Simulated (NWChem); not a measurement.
# methane (CH$_{4}$); SMILES C

```xyz
5

C      0.0000     0.0000     0.0000
H     -0.8540    -0.2418    -0.6465
H      0.8689     0.2544    -0.6213
H     -0.2557     0.8552     0.6396
H      0.2407    -0.8678     0.6282
```
Atoms are numbered in this order, from 1.

Structure relaxed at the PBE0/def2-SVP level.

Q: Give the principal values of the shielding tensors (ppm) of C1 from B3LYP/6-311G** (spherical d), GIAO (NWChem), with their diamagnetic and paramagnetic parts as GIAO splits them.

A: 
```csv
atom,σ11,σ22,σ33,isotropic,diamagnetic,paramagnetic
C1,188.9,188.9,188.9,188.9,248.3,-59.4
```
